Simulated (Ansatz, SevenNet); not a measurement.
Volume per atom (Å³/atom) of 20 elemental metals, computed with the machine-learned potential SevenNet-l3i5 (trained on PBE and PBE+U data) and with PBE (Ansatz, an electronic-structure program, PAW). The set holds measured phases with no doubt noted on the run or the magnetic state but for the caveats below. Solids without a value at one level (not run, failed, or a magnetic order lost), or held back for tests, aren't counted.

All rows, in order of the shift (worked out from unrounded values):

| solid | SevenNet-l3i5 | PBE | shift (%) |
|---|---|---|---|
| hcp Zn | 15.48 | 15.24 | -1.5 |
| hcp Lu | 29.54 | 29.10 | -1.5 |
| hcp Ru | 13.94 | 13.77 | -1.3 |
| hcp Tc | 14.60 | 14.44 | -1.1 |
| hcp Re | 15.09 | 14.95 | -0.9 |
| body-centred tetragonal In | 27.69 | 27.47 | -0.8 |
| hcp Cd | 23.05 | 22.89 | -0.7 |
| hcp Os | 14.36 | 14.28 | -0.6 |
| hcp Be | 7.94 | 7.91 | -0.5 |
| hcp Zr | 23.48 | 23.39 | -0.4 |
| α-phase Ga | 20.36 | 20.29 | -0.3 |
| hcp Sc | 24.72 | 24.65 | -0.3 |
| double-hcp La | 37.15 | 37.13 | 0.0 |
| hcp Y | 32.89 | 32.88 | 0.0 |
| hcp Mg | 22.92 | 22.95 | +0.1 |
| hcp Ti | 17.37 | 17.39 | +0.1 |
| white tin (β-Sn) | 28.37 | 28.41 | +0.1 |
| hcp Hf | 22.47 | 22.53 | +0.3 |
| hcp Co | 10.81 | 10.86 | +0.5 |
| hcp Tl | 31.25 | 31.43 | +0.6 |

The shift from SevenNet-l3i5 to PBE has a median of -0.4 %, and eight in ten lie between -1.3 % and +0.3 %; PBE is the larger in 6 of 20.

Ansatz's runs of these crystals have no spin polarisation, but for hcp Co.

Density-functional runs with spin start from parallel moments for hcp Co.

Spin–orbit coupling is left out, also for the solids with elements from indium on (body-centred tetragonal In, hcp Os, white tin (β-Sn), double-hcp La, hcp Tl, hcp Re, hcp Hf, hcp Lu); its size isn't shown.

Caveats: the cell is over a tenth larger than the published one (another phase or state, or a fault of the published cell, is possible) (PBE: hcp Tl). Ansatz's density-functional and Hartree–Fock values are scalar-relativistic unless marked +SOC, with PAW data made under PBE.
